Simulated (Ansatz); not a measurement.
The same path of BH4N + H3P (10 atoms, charge 0, multiplicity 1) was run twice with different band settings. Lost on the way: H5–P6. Made: B1–P6, N2–H5.

Level of theory: RKS PBE/def2-SVP in Ansatz.

Relaxed end points:

```xyz
10
Properties=species:S:1:pos:R:3
B 0.463 -0.935 0.956
N 1.404 0.079 1.146
H 0.680 -1.794 0.120
H -0.547 -0.934 1.637
H -0.505 1.244 -0.995
P -1.602 1.099 -1.919
H 2.276 0.143 0.619
H 1.292 0.829 1.830
H -1.063 -0.128 -2.448
H -2.398 0.396 -0.945
```

```xyz
10
Properties=species:S:1:pos:R:3
B -0.008 -0.588 0.080
N 1.075 0.509 0.654
H 0.670 -1.405 -0.539
H -0.559 -1.057 1.073
H 1.531 1.011 -0.124
P -1.157 0.429 -1.190
H 1.809 0.056 1.219
H 0.625 1.223 1.247
H -1.599 -0.687 -1.978
H -2.386 0.510 -0.443
```

Common settings: climbing image yes; spring 5.0 eV/Å²; optimiser quadratic models (default); start path through a guess of the saddle point; force threshold 0.05 eV/Å; iteration limit 60; end points relaxed.

| run | movable images |
| --- | --- |
| 1 | 5 |
| 2 | 3 |

(1) What does each run give, and how far can it be trusted?

Answers

(1) Run 1: converged after 12 iterations, highest image 1.544 eV above the first end. Neighbouring images differ by up to 1.4 eV, so the band resolves the path poorly. A vibrational analysis at the climbing image gives one clearly imaginary mode, 1244i cm⁻¹: a first-order saddle point.
Run 2: converged after 21 iterations, highest image 1.544 eV above the first end. Neighbouring images differ by up to 1.5 eV, so the band resolves the path poorly. Another band between the same ends (5 images) ends at a top of the same energy, where a vibrational analysis finds 1 clearly imaginary mode. So few images can step over the top or miss a turn of the path.
The orbitals stay closed-shell, which can raise the energy where a bond breaks towards radicals; this wasn't checked here.
